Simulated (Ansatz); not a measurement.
Input for Ansatz (development build ahead of 0.2.0):

```yaml
crystal:
  periodic: [false, false, false]
  atoms:
    - { symbol: C, position_ang: [0.0, 0.0, 0.0] }
    - { symbol: C, position_ang: [0.0, 0.85557, 1.26843] }
    - { symbol: C, position_ang: [0.0, 0.0, 2.53685] }
    - { symbol: C, position_ang: [0.0, 0.85557, 3.80528] }
    - { symbol: C, position_ang: [0.0, 0.0, 5.07371] }
    - { symbol: H, position_ang: [0.0, 0.64836, -0.8762] }
    - { symbol: H, position_ang: [0.88982, -0.62937, -0.01437] }
    - { symbol: H, position_ang: [-0.88982, -0.62937, -0.01437] }
    - { symbol: H, position_ang: [-0.88183, 1.49625, 1.26843] }
    - { symbol: H, position_ang: [0.88183, 1.49625, 1.26843] }
    - { symbol: H, position_ang: [0.88183, -0.64069, 2.53685] }
    - { symbol: H, position_ang: [-0.88183, -0.64069, 2.53685] }
    - { symbol: H, position_ang: [-0.88183, 1.49625, 3.80528] }
    - { symbol: H, position_ang: [0.88183, 1.49625, 3.80528] }
    - { symbol: H, position_ang: [0.0, 0.64836, 5.94991] }
    - { symbol: H, position_ang: [-0.88982, -0.62937, 5.08808] }
    - { symbol: H, position_ang: [0.88982, -0.62937, 5.08808] }
basis:
  gaussian: { orbitals: def2-SVP }
hamiltonian:
  xc: hf
correlation:
  method: mp2
  frozen_orbitals: { C: 1, H: 0 }
```

The input is written out in the form of the current development build from the run's settings.

Output:

- Converged: yes
- Reference energy: -196.19484 hartree
- Correlation energy: -0.73065 hartree
- Total energy: -196.92549 hartree
- Spin squared of the determinant: 0.000
